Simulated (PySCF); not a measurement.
Homolysis of single bonds, series Al Cl-NH2. Isolated molecules, 0 K electronic values unless said otherwise. Strings in code marks are SMILES.

All values below come from r2SCAN-D4/def2-TZVP in PySCF 2.14.0. 

```csv
species,dipole moment (D)
whole molecule (`[Cl][Al]([Cl])[Cl]`),0.00
radical fragment (`[Cl]`),(withheld)
radical fragment (`[Cl][Al][Cl]`),1.43
whole molecule (`[NH2][Al]([Cl])[Cl]`),2.36
radical fragment (`[NH2]`),1.95
whole molecule (`[NH2][Al]([NH2])[NH2]`),0.00
```

Problem. Some entries are withheld; supply them.

Solution. 
- radical fragment (`[Cl]`), dipole moment (D): 0.00
